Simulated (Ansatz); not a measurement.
# AlBH (quartet): HSE06, B2PLYP over a scan of the distance B1–H3, 6-31G

Aim: run AlBH (quartet) with these functionals over a scan of the distance B1–H3, and hold them against the top wave-function level at the same points.

Computed with Ansatz 0.2.0, Gaussian basis. Level: 6-31G, all electrons in the functionals, frozen cores in the correlation of double hybrids and RPA.

Plan: HSE06, B2PLYP, at 0.967 Å; 1.056 Å; 1.185 Å; 1.306 Å; 1.455 Å; 1.604 Å; 1.867 Å; 2.147 Å; 2.561 Å; 3.144 Å; 4.114 Å.

21 further runs of the same task are left out: 1 for a mislabelled method, 10 that didn't finish, 10 set aside as unsound or not needed.

## 1. The geometry

The geometry derives from a PBE0/def2-TZVP stationary point (not a proven minimum). One bond is set to the value named and the two fragments are kept rigid.

3 atoms, charge 0, spin multiplicity 4.

Atoms are counted from 1 here; the program's logs count them from 0.

Bond lengths: B1–Al2 1.941 Å, B1–H3 1.185 Å. Angles: Al2–B1–H3 180.0°.

No dispersion term is added. HSE06 is the plane-wave form.

The geometry shown and the zero of energy belong to the point 1.185 Å. The yardstick, FCI, and other wave-function levels (R restricted, U unrestricted, valence and pair active spaces) come from earlier runs.

## 2. HSE06, 0.967 Å

Input file in.yaml:

```yaml
crystal:
  periodic: [false, false, false]
  atoms:
    - {symbol: B, position_ang: [0.000000, 0.000000, 0.324600]}
    - {symbol: Al, position_ang: [0.000000, 0.000000, -1.616200]}
    - {symbol: H, position_ang: [0.000000, 0.000000, 1.291600]}
basis:
  gaussian: {orbitals: 6-31G}
magnetization: {spin_polarized: true, initial_magnetization: 3}
hamiltonian: {xc: {name: HSE06}}
```

Run with:

```console
> ansatz run in.yaml --threads 1 --pin off --events-out ev --progress --plain --max-ram 2393MiB
```

The runs that follow: HSE06, 1.056 Å; HSE06, 1.185 Å; HSE06, 1.306 Å; HSE06, 1.455 Å; HSE06, 1.604 Å; HSE06, 1.867 Å; HSE06, 2.147 Å; HSE06, 2.561 Å; HSE06, 3.144 Å; HSE06, 4.114 Å; B2PLYP, 0.967 Å; B2PLYP, 1.056 Å; B2PLYP, 1.185 Å; B2PLYP, 1.306 Å; B2PLYP, 1.455 Å; B2PLYP, 1.604 Å; B2PLYP, 1.867 Å; B2PLYP, 2.147 Å; B2PLYP, 2.561 Å; B2PLYP, 3.144 Å; B2PLYP, 4.114 Å.

Q: Predict the results of all the runs planned. Wanted: span of the FCI curve; largest miss, HSE06; largest miss, B2PLYP.

The runs gave:

| quantity | value |
| --- | --- |
| span of the FCI curve | 78.4 kcal/mol |
| largest miss, HSE06 | +15.0 kcal/mol (2.561 Å) |
| largest miss, B2PLYP | +12.6 kcal/mol (2.147 Å) |

**Reading.** Of the functionals, B2PLYP keep the smallest largest miss at the points compared (at most 12.6 kcal/mol) and HSE06 strays most (15.0 kcal/mol, at 2.561 Å). B2PLYP clearly breaks the spin symmetry at some points (⟨S²⟩ up to 0.37 above the pure value), so energy there is bought with a mixed spin. Functionals and the yardstick converge differently with the basis, so part of each miss in 6-31G is the basis.
